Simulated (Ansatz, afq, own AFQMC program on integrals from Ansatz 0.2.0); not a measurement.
Two steps: Ansatz 0.2.0 writes the Fock matrix and Cholesky factors of the valence space, and afq projects on them the lowest state that overlaps trial and start.

```yaml
crystal:
  periodic: [false, false, false]
  atoms:
    - {symbol: N, position_ang: [-0.154000, -0.000001, 0.706846]}
    - {symbol: O, position_ang: [0.138522, 0.000001, -0.685265]}
    - {symbol: H, position_ang: [0.337726, -0.811409, 1.070520]}
    - {symbol: H, position_ang: [0.337719, 0.811412, 1.070520]}
    - {symbol: H, position_ang: [-0.734207, -0.000003, -1.086164]}
basis:
  gaussian: {orbitals: cc-pVDZ}
magnetization: {spin_polarized: false}
correlation: {method: ccsd_t, electrons: outside_noble_gas, hamiltonian_folder: ham}
```

```sh
$ ansatz run in.yaml --threads 1 --pin off --events-out ev --progress --plain --max-ram 1382MiB
```

afq runs on the folder ham with

```
--method free --trial cisd --walkers 60 --time-step 0.03 --max-blocks 80 --target-error 0.00045 --factor-cut 1e-05 --seed 6162 --times 0,0.21,0.42,0.81,1.2,1.8,2.4,3 --taylor-order 8
```

Times are imaginary, in 1/Eh. The walk had a cap of 813 s.

Output of the walk:

```
orbitals 41  electrons 7 7  factors 324 of 395
reference energy -130.99740503 Eh
CCSD correlation -0.38523172 Eh in 10 cycles, weight of the determinant in the CISD state 0.8940
repeat  energy at the last time / Eh  error
    10  -131.391091  0.004769
    20  -131.391324  0.002620
    30  -131.390523  0.001641
    40  -131.390772  0.001383
    50  -131.391002  0.001424
    60  -131.390959  0.001271
    70  -131.390981  0.001158
    80  -131.391370  0.001082
time / (1/Eh)  energy / Eh  error  mean overlap
  0.00  -131.383480  0.000624  1.1201
  0.21  -131.389513  0.000489  1.1170
  0.42  -131.391426  0.000441  1.1136
  0.81  -131.392875  0.000577  1.1091
  1.20  -131.392620  0.000620  1.1202
  1.80  -131.392363  0.000674  1.1113
  2.40  -131.392971  0.000903  1.1004
  3.00  -131.391370  0.001082  1.1378
energy -131.391370 +/- 0.001082 Eh
```

The run passed its tests (error under three times the target), which doesn't prove that it has relaxed.

Against this walk (error 29.4 meV) on the same determinant: CCSD(T) 6.4 meV higher (within the noise), CCSDT(Q) 30.6 meV lower (within the noise). The error is statistical, and a free projection of finite length keeps a remainder of its start. The last points scatter (meV from the last: -41 ± 16 at 0.81, -34 ± 17 at 1.20, -27 ± 18 at 1.80, -44 ± 25 at 2.40, 0 ± 29 at 3.00); the last is the one printed as the energy, and the gaps above move with that scatter.

Cautions: remainder of the start not in the error; error above the target (29.4 against 12.2 meV).

The walk took 2.6 min on 1 thread of Arm Neoverse V2, with other jobs on the host. The log's last line is the free-projection energy.

CCSDT and higher add their correlation energy to the determinant of the CCSD(T) run, since their own runs factorise the integrals more tightly (a shift of under 2 meV). A walk keeps the symmetry of its determinant, which the program's search chose and which needn't be the lowest solution, so a lower state of the same spin and another symmetry isn't excluded.
